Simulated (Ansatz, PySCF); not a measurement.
This Ansatz (a first-principles code) input computes a PBE0/def2-TZVPD energy:

Ansatz 0.2 input:
```yaml
crystal:
  periodic: [false, false, false]
  atoms:
    - {symbol: C, position_ang: [1.20714507, -0.43893973, -0.00256418]}
    - {symbol: C, position_ang: [0.11798946, 0.57141053, 0.00482199]}
    - {symbol: N, position_ang: [-1.24139525, -0.02687100, -0.00131228]}
    - {symbol: H, position_ang: [1.53582640, -0.90177310, 0.91941065]}
    - {symbol: H, position_ang: [1.53745215, -0.88648962, -0.93147757]}
    - {symbol: H, position_ang: [0.18297362, 1.22496543, -0.86746879]}
    - {symbol: H, position_ang: [0.18143178, 1.21047070, 0.88789918]}
    - {symbol: H, position_ang: [-1.35007526, -0.63365410, 0.80545776]}
    - {symbol: H, position_ang: [-1.34864912, -0.62024710, -0.81818214]}
basis:
  gaussian:
    orbitals: def2-TZVPD
hamiltonian:
  xc: {name: PBE0}
magnetization: {spin_polarized: true, initial_magnetization: 1}
output: {forces: true}
```

Question: Write an input for the same energy in PySCF and say what it gives.

Answer: 
```python
from pyscf import gto, scf, dft

mol = gto.M(
    atom='''
    C     1.20714507   -0.43893973   -0.00256418
    C     0.11798946    0.57141053    0.00482199
    N    -1.24139525   -0.02687100   -0.00131228
    H     1.53582640   -0.90177310    0.91941065
    H     1.53745215   -0.88648962   -0.93147757
    H     0.18297362    1.22496543   -0.86746879
    H     0.18143178    1.21047070    0.88789918
    H    -1.35007526   -0.63365410    0.80545776
    H    -1.34864912   -0.62024710   -0.81818214
    ''',
    basis='def2-tzvpd',
    charge=0,
    spin=1,
    verbose=4,
)

mf = dft.UKS(mol, xc='pbe0').density_fit(auxbasis='def2-universal-jkfit')
mf.grids.level = 3
mf.conv_tol = 1e-9
mf.max_cycle = 100
mf.max_memory = 1500
mf.kernel()
if not mf.converged:
    mf = mf.newton()
    mf.kernel(mf.make_rdm1())
for _ in range(2):
    mo, _, stable, _ = mf.stability(return_status=True)
    if stable:
        break
    mf.kernel(mf.make_rdm1(mo, mf.mo_occ))
mf.analyze()
```
It gives -134.39182 Eh, and Ansatz -134.39176 Eh, a difference of 0.06 mEh, from the treatment of integrals and grids.

It need not be the lowest isomer of its formula.
